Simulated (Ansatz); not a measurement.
Energy needed to pull apart B$_{2}$NH$_{4}$ (SMILES [BH]BN), doublet, into free ground-state atoms, from the structure below (displaced at random from a GFN2-xTB minimum); no zero-point or spin–orbit terms; open-shell atoms are treated unrestricted, in their ground-state multiplicity.

B1  (-1.331, -0.176, -0.833)
B2  (-0.087, 0.346, -0.138)
N3  (0.977, -0.290, 0.683)
H4  (-2.418, -0.386, -1.374)
H5  (0.064, 1.530, -0.259)
H6  (1.815, 0.190, 1.027)
H7  (0.979, -1.288, 0.923)
(Å)

Ansatz 0.2.0; basis: def2-TZVPP; cores frozen in the correlated methods; orbitals are unrestricted.

```csv
method,atomization energy (kcal/mol)
SPW92,643.7
PBE-D4,579.1
revPBE-D4,?
r2SCAN-D4,568.8
PBE0-D4,567.5
wB97M-V,565.2
HF,415.4
MP2,?
CCSD,533.1
CCSD(T),540.4
```

Task: What does MP2 give? (To be estimated.)

Result: The calculation gives: 548.0 kcal/mol, which is about 7.6 kcal/mol more than CCSD(T)/def2-TZVPP.

Task: What does revPBE-D4 give? (To be estimated.)

Result: Computed: 564.8 kcal/mol, which is about 24.4 kcal/mol more than CCSD(T)/def2-TZVPP.

In triple zeta the MP2 and coupled-cluster atomization energies are still short of their basis limit by a few kcal/mol a bond, whereas those of the functionals are nearly converged, so these differences are not deviations from converged CCSD(T).

No T1 diagnostic of these runs exceeds 0.019. ⟨S²⟩ of the unrestricted Hartree–Fock references: 0.76 (a pure state has 0.75).

For scale, one of the runs: CCSD(T)/def2-TZVPP forces, 149 basis functions (an equivalent command: `ansatz run in.yaml --threads 4`). Hardware: 4 CPU threads, shared host. Wall time 2.2 min; peak host memory 4.3 GiB.
